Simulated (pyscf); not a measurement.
Structures and frequencies: ωB97X-D3(BJ)/def2-SVP in PySCF.

Estimate by transition-state theory the rate constant of Cl–GeH₂–Cl + H₂O -> HCl + HO–GeH₂–Cl (singlet surface; Cl–Ge, H–O broken, Cl–H, Ge–O formed) at 298 K, with ωB97M-D3(BJ)/def2-TZVP energies (ideal gas, 1 atm, RRHO with modes under 100 cm⁻¹ raised to 100, one conformer, R ln 2 for chiral ones without a mode under 150 cm⁻¹; no tunnelling).

The electronic barrier is 22.0 kcal/mol and the thermal terms add +10.0, so ΔG‡ = 32.0 kcal/mol. With k_BT/h = 6.21e+12 s⁻¹ and RT = 0.592 kcal/mol, and a volume of 4.06e-20 cm³ per molecule at 1 atm, k = 9.0e-31 cm³ molecule⁻¹ s⁻¹. Wigner's tunnelling factor for 264i cm⁻¹ would be 1.07. A shift of 1 kcal/mol in the barrier changes k by a factor 5.4. On the reactant side the descent ends in a complex, 5.9 kcal/mol under the separated species and 28.4 kcal/mol under the saddle at ωB97X-D3(BJ)/def2-TZVP. On the product side the descent ends in a complex, 5.8 kcal/mol under the separated species and 18.0 kcal/mol under the saddle at ωB97X-D3(BJ)/def2-TZVP. This is the saddle that the search found; another between the same sides may lie lower. Elements up to Kr have no core potential and no relativistic terms here.
